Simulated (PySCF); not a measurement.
SiCl and its ions

r²SCAN; PySCF, no relativity, basis sets Si def2-TZVPPD, Cl def2-TZVPPD. Neutral (UKS): doublet (π ↑), Re = 2.071 Å, ωe = 527 cm⁻¹, De = 4.51 eV, HOMO -4.47 eV, LUMO -3.77 eV.

SiCl⁺ (UKS): singlet (closed shell), Re = 1.960 Å, ωe = 664 cm⁻¹, De = 5.36 eV to Si⁺ + Cl. The energies at the minima are -749.62436 hartree for SiCl and -749.35006 for SiCl⁺.

Q: Work out the adiabatic ionisation energy, without and with harmonic zero-point energies (1 hartree = 27.2114 eV, 1 eV = 8065.5 cm⁻¹), and the change of the bond length.

A: At r²SCAN: 0.27430 hartree = 7.464 eV between the minima; the zero-point term (664.0 − 527.0)/2 cm⁻¹ = +0.008 eV makes it 7.473 eV. Re changes by -11.1 pm against the neutral. The electron leaves a π orbital, and the shorter bond of the ion fits an antibonding orbital, or a change in how ionic the bond is.

SiCl⁻ (UKS): triplet (π ↑↑), Re = 2.244 Å, ωe = 364 cm⁻¹, De = 2.19 eV to Si + Cl⁻. The energies at the minima are -749.62436 hartree for SiCl and -749.67241 for SiCl⁻.

Q: Work out the adiabatic electron affinity, without and with harmonic zero-point energies (1 hartree = 27.2114 eV, 1 eV = 8065.5 cm⁻¹), and the change of the bond length.

A: At r²SCAN: 0.04805 hartree = 1.308 eV between the minima; the zero-point term (527.0 − 364.0)/2 cm⁻¹ = +0.010 eV makes it 1.318 eV. Re changes by +17.3 pm against the neutral. The electron enters a π orbital, and the longer bond of the ion fits an antibonding orbital, or a change in how ionic the bond is.

For an ion De counts to the pair picked by the measured ionisation energies or electron affinities, which need not be the lowest pair at this level. The highest Kohn–Sham level is positive in this anion. Much of that is self-interaction error, but it also means that the finite basis helps to hold the extra electron. States were picked by a PBE0 search and need not be the measured ground states.
